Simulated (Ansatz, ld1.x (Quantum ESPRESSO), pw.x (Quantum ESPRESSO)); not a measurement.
## What a changed setting does to a pw.x run (bcc C)

Potential: norm-conserving RRKJ (Kleinman–Bylander form), ld1.x (Quantum ESPRESSO) 7.5, LDA (PW92); core [He], reference 2s2 2p2; waves: 2s (bound): rc 1.05 bohr; 2p (bound): rc 1.85 bohr; 3d channel at 0.15 Ry: rc 1.80 bohr; local part: all-electron potential smoothed inside 1.05 bohr (lloc = -1); core correction: a·sin(br)/r model core, default radius (core density twice the valence density).

The reference run (k-mesh 18³, cutoffs 100/400 Ry, Fermi–Dirac 0.01 Ry, mixing_beta 0.4, conv_thr 1e-9, no spin) gives 5.12 GPa at 6.194 Å³/atom, where all-electron LAPW gives 4.60 GPa. This run, with its own iteration cap, changes smearing to mv.

```
&control
  calculation='scf', prefix='x', pseudo_dir='./', outdir='./tmp', tstress=.true., disk_io='none'
/
&system
  ibrav=0, nat=1, ntyp=1, ecutwfc=100, ecutrho=400, nbnd=9,
  occupations='smearing', smearing='mv', degauss=0.01
/
&electrons
  conv_thr=1e-09, mixing_beta=0.4, electron_maxstep=50
/
ATOMIC_SPECIES
C 1.0 C.UPF
CELL_PARAMETERS angstrom
  -1.15692109 1.15692109 1.15692109
  1.15692109 -1.15692109 1.15692109
  1.15692109 1.15692109 -1.15692109
ATOMIC_POSITIONS crystal
C 0.0000 0.0000 0.0000
K_POINTS automatic
18 18 18 0 0 0
```

```bash
pw.x < C.scf.in > C.scf.out
```

Question: How does the run end?

Answer: It converges in 5 iterations; the free energy moves by +10.6 meV/atom and the pressure by +0.18 GPa. This scheme is built to cancel the term in the square of the width that Fermi–Dirac smearing leaves in the F of a metal.

```
Message from routine setup:
     using ibrav=0 with symmetry is DISCOURAGED, use correct ibrav instead
     lattice parameter (alat)  =       3.7867  a.u.
     unit-cell volume          =      41.7992 (a.u.)^3
     number of electrons       =         4.00
     number of Kohn-Sham states=            9
     kinetic-energy cutoff     =     100.0000  Ry
     charge density cutoff     =     400.0000  Ry
     scf convergence threshold =      1.0E-09
     Exchange-correlation= PW
     number of k points=   195  Marzari-Vanderbilt smearing, width (Ry)=  0.0100
     iteration #  1     ecut=   100.00 Ry     beta= 0.40
     total energy              =     -12.03311908 Ry
     estimated scf accuracy    <       0.00060952 Ry
     iteration #  2     ecut=   100.00 Ry     beta= 0.40
     total energy              =     -12.03316312 Ry
     estimated scf accuracy    <       0.00022302 Ry
     iteration #  3     ecut=   100.00 Ry     beta= 0.40
     total energy              =     -12.03316438 Ry
     estimated scf accuracy    <       0.00000018 Ry
     iteration #  4     ecut=   100.00 Ry     beta= 0.40
     total energy              =     -12.03316441 Ry
     estimated scf accuracy    <          1.9E-09 Ry
     iteration #  5     ecut=   100.00 Ry     beta= 0.40
     the Fermi energy is    12.7554 ev
!    total energy              =     -12.03316441 Ry
     estimated scf accuracy    <          4.4E-10 Ry
     smearing contrib. (-TS)   =      -0.00000753 Ry
     The total energy is F=E-TS. E is the sum of the following terms:
     one-electron contribution =       5.35865194 Ry
     hartree contribution      =       0.28411315 Ry
     xc contribution           =      -4.35920108 Ry
     ewald contribution        =     -13.31672090 Ry
     convergence has been achieved in   5 iterations
          total   stress  (Ry/bohr**3)                   (kbar)     P=       52.99
     Message from routine punch:
     Nothing written, as per user request (disk_io='none')
```

The run took about 7.8 s on one core of a shared host (Intel(R) Xeon(R) Platinum 8488C, 96 threads, 744 GiB, load 36).
